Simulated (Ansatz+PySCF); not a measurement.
Results of a calculation; reference values are marked as such.
A run of PySCF 2.14.0 on doublet F₂(+) at this shape:

```xyz
2

F     0.0000    0.0000    0.0000
F     0.0000    0.0000    1.5000
```

Its results:

```json
{
  "Converged": "yes",
  "Reference energy": "-198.01623 hartree",
  "CCSD correlation energy": "-0.32431 hartree",
  "Triples correction": "-0.01402 hartree",
  "Total energy": "-198.35456 hartree",
  "Spin squared of the determinant": "0.763"
}
```

Problem. Which input gives this output? Name the method, the orbitals and the basis set, and write the input.

Solution. UHF-CCSD(T) in 6-31G.

```python
from pyscf import gto, scf, cc

mol = gto.M(atom="""
F 0.000000 0.000000 0.000000
F 0.000000 0.000000 1.500000
""", basis='6-31g', charge=1, spin=1)
mf = scf.UHF(mol)
mf.kernel()
mycc = cc.CCSD(mf, frozen=2).run()
et = mycc.ccsd_t()
print(mf.e_tot, mycc.e_corr, et, mycc.e_tot + et)
```

This is not the lowest solution: another run reaches a determinant 2.64 eV lower. Caution: the charge can sit on one fragment and break the point group.
